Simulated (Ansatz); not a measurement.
Z-matrix (Å, degrees):
```
C
N 1 1.440
F 1 1.326 2 117.2
N 1 1.441 2 70.0 3 -111.1
H 1 1.085 2 117.8 3 137.2
C 2 1.382 1 95.2 3 148.3
```

Charge 0, multiplicity 1.

Question: List the B3LYP/def2-TZVPP orbital energies in eV (Ansatz). (Estimate.)

Answer: Ansatz gave: Occupied: -673.15, -392.57, -392.56, -282.33, -279.86, -35.03, -31.33, -21.49, -20.70, -17.29, -16.19, -14.78, -13.00, -12.29, -11.89, -11.24, -8.70, -8.23. Lowest empty: -2.66, -2.27, 1.41, 1.45, 2.19, 3.70, 3.95, 5.15.

B3LYP here is the variant with VWN-RPA as its local correlation; programs differ in this.
